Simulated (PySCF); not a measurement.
hydrogen chloride (ClH), SMILES Cl.

The structure is a stationary point at B3LYP-D3(BJ)/def2-TZVPD.

Level of theory: PySCF with TDA-CAM-B3LYP/def2-TZVPD.

Vertical excitations; the highest root listed may be one member of a degenerate set. Gas-phase values at a fixed geometry. State labels are in the subgroup C2v.

Estimate the UV-visible absorptions. (The exact figures need the calculation; the answer reports its results.)


```csv
state,symmetry,energy (eV),λ (nm),f,main pairs
S1,B1,7.60,163,0.021,HOMO−1→LUMO (degenerate set)
S2,B2,7.60,163,0.021,HOMO→LUMO (degenerate set)
S3,B1,9.69,128,0.017,"HOMO−1→LUMO+1, HOMO−1→LUMO+4 (degenerate set)"
S4,B2,9.69,128,0.017,"HOMO→LUMO+1, HOMO→LUMO+4 (degenerate set)"
S5,B1,9.83,126,0.127,"HOMO−1→LUMO+4, HOMO−1→LUMO+1 (degenerate set)"
S6,B2,9.83,126,0.127,"HOMO→LUMO+4, HOMO→LUMO+1 (degenerate set)"
S7,A2,9.88,125,0.000,"HOMO−1→LUMO+3, HOMO→LUMO+2 (degenerate set)"
S8,A1,9.88,125,0.000,"HOMO−1→LUMO+2, HOMO→LUMO+3 (degenerate set)"
S9,A2,9.92,125,0.000,"HOMO→LUMO+2 49 %, HOMO−1→LUMO+3 49 %"
S10,A1,10.35,120,0.007,"HOMO→LUMO+3 47 %, HOMO−1→LUMO+2 47 %"
T1,B1,6.94,179,0,HOMO−1→LUMO (degenerate set)
T2,B2,6.94,179,0,HOMO→LUMO (degenerate set)
T3,B1,9.29,133,0,"HOMO−1→LUMO+4, HOMO−1→LUMO (degenerate set)"
T4,B2,9.29,133,0,"HOMO→LUMO+4, HOMO→LUMO (degenerate set)"
```
Triplets are in the Tamm–Dancoff approximation.
